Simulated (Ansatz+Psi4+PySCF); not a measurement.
```yaml
atoms:
  - { symbol: S, position_ang: [0.0000, 0.0000, 0.9601] }
  - { symbol: S, position_ang: [0.0000, 0.0000, -0.9601] }
```

Basis set: cc-pV(T+d)Z (spherical functions). Frozen core: 10 orbitals. Correlation on ROHF uses semicanonical orbitals with singles. Charge 0, multiplicity 3.

Computed with Ansatz (development build ahead of 0.2.0) and Psi4 1.11; the reference of a correlated method needn't be the lowest determinant of its kind.

The vertical ionization energy (product with multiplicity 2 at the same shape, open shells in the same class of orbitals) of triplet S2:

```json
{"method": "ROHF-CCSD", "ionization energy": "9.47 eV"}
{"method": "UHF-CCSD(T)", "ionization energy": "9.44 eV"}
{"method": "UHF-CCSD", "ionization energy": "9.53 eV"}
{"method": "ROHF-MP2", "ionization energy": "9.51 eV"}
{"method": "UHF-MP2", "ionization energy": "10.21 eV"}
{"method": "UHF", "ionization energy": "9.08 eV"}
{"method": "ROHF", "ionization energy": "9.45 eV"}
```

**Question.** What does ROHF-CCSD(T) give?

**Answer.** 9.36 eV. Caution for ROHF-CCSD(T), ROHF-CCSD, ROHF-MP2, ROHF: an unrestricted determinant lies well below. Caution for ROHF-CCSD(T), ROHF-CCSD, ROHF-MP2: large share of triples, a single reference is doubtful. Caution for ROHF-CCSD(T), ROHF-CCSD: the determinant is a saddle point. Caution for UHF-CCSD(T), ROHF-MP2, UHF-MP2: another reference gives a lower total. Caution for UHF-CCSD(T), UHF-CCSD, UHF-MP2: large amplitudes, a single reference is doubtful. Caution for UHF-CCSD(T), UHF-CCSD, ROHF-MP2, UHF-MP2, UHF: the determinant breaks the point group. Caution for UHF-CCSD(T), UHF-CCSD, UHF-MP2, UHF: the unrestricted determinant is spin contaminated. Caution for ROHF-MP2, UHF-MP2: MP2 on this radical cation hangs on the determinant chosen.
